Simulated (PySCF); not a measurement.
Compound: C2H3O3 (charge -1).
Bonds: C1–O2, O2–C3, C3–O4 (double), C3–O5. Hydrogens: H6, H7, H8 on C1.

The same species was optimised twice, with GFN2-xTB and with PBE0-D3(BJ)/def2-SVP (PySCF), and the same property calculations (PySCF, gas phase) were run on both structures.

```csv
coordinate,GFN2-xTB,PBE0-D3(BJ)/def2-SVP,change
O2–C3 (Å),1.481,1.461,-0.020
C3=O4 (Å),1.221,1.237,+0.016
C3–O5 (Å),1.218,1.226,+0.008
C1–O2 (Å),1.389,1.381,-0.008
C1–O2–C3 (°),115.4,117.3,+1.9
O2–C3–O5 (°),111.7,111.4,-0.3
O2–C3–O4 (°),115.4,115.6,+0.2
O4–C3–O5 (°),132.9,133.0,+0.1
C1–O2–C3–O4 (°),1,0,-1
```

Rotational constants: A = 11408, B = 4571, C = 3332 MHz (GFN2-xTB) against A = 11261, B = 4565, C = 3317 MHz (PBE0-D3(BJ)/def2-SVP). Atoms that the bonding makes alike are paired by their places after alignment. End groups have turned between the structures, so H6, H7, H8 are left out of the comparison.

On the GFN2-xTB structure: HOMO (eV) -1.22 [PBE0/pcSseg-1]; LUMO (eV) 6.04 [PBE0/pcSseg-1]; GIAO shielding of C1 (ppm) 133.7 [PBE0/pcSseg-1]; GIAO shielding of O2 (ppm) 198.8 [PBE0/pcSseg-1]; GIAO shielding of C3 (ppm) 29.6 [PBE0/pcSseg-1]; GIAO shielding of O4/O5 (mean) (ppm) 109.9 [PBE0/pcSseg-1]; C1s of C1 (eV) 287.39 [delta-SCF UKS SCAN, pcX-2 on the ionised atom, pcseg-1 elsewhere, spin-free X2C]; O1s of O2 (eV) 532.69 [delta-SCF UKS SCAN, pcX-2 on the ionised atom, pcseg-1 elsewhere, spin-free X2C]; C1s of C3 (eV) 288.87 [delta-SCF UKS SCAN, pcX-2 on the ionised atom, pcseg-1 elsewhere, spin-free X2C]; O1s of O4 (eV) 531.21 [delta-SCF UKS SCAN, pcX-2 on the ionised atom, pcseg-1 elsewhere, spin-free X2C].

Q: What do these properties become on the PBE0-D3(BJ)/def2-SVP structure?

A: 
| property | level | on GFN2-xTB | on PBE0-D3(BJ)/def2-SVP | change |
| --- | --- | --- | --- | --- |
| HOMO (eV) | PBE0/pcSseg-1 | -1.22 | -1.25 | -0.03 |
| LUMO (eV) | PBE0/pcSseg-1 | 6.04 | 5.94 | -0.10 |
| energy, GFN2-xTB geometry as zero (kcal/mol) | PBE0/pcSseg-1 | 0.0 | -0.2 | -0.2 |
| GIAO shielding of C1 (ppm) | PBE0/pcSseg-1 | 133.7 | 134.6 | +0.9 |
| GIAO shielding of O2 (ppm) | PBE0/pcSseg-1 | 198.8 | 201.9 | +3.1 |
| GIAO shielding of C3 (ppm) | PBE0/pcSseg-1 | 29.6 | 29.5 | -0.1 |
| GIAO shielding of O4/O5 (mean) (ppm) | PBE0/pcSseg-1 | 109.9 | 112.6 | +2.7 |
| C1s of C1 (eV) | delta-SCF UKS SCAN, pcX-2 on the ionised atom, pcseg-1 elsewhere, spin-free X2C | 287.39 | 287.36 | -0.03 |
| O1s of O2 (eV) | delta-SCF UKS SCAN, pcX-2 on the ionised atom, pcseg-1 elsewhere, spin-free X2C | 532.69 | 532.90 | +0.21 |
| C1s of C3 (eV) | delta-SCF UKS SCAN, pcX-2 on the ionised atom, pcseg-1 elsewhere, spin-free X2C | 288.87 | 288.99 | +0.12 |
| O1s of O4 (eV) | delta-SCF UKS SCAN, pcX-2 on the ionised atom, pcseg-1 elsewhere, spin-free X2C | 531.21 | 531.20 | -0.01 |

The heavy atoms differ by 0.017 Å rms after alignment. Among the bonds compared O2–C3 changes most (-0.020 Å). Changes are differences of the printed values. Neither structure is proved a minimum here. Isolated species at its PBE0-D3(BJ)/def2-SVP geometry (one conformer only). The geometry's basis has no diffuse functions, a weakness for an anion.

The values belong to the conformer `[CH3:1][O:2][C:3](=[O:4])[O-:5]`: C1–O2–C3–O4 0°.
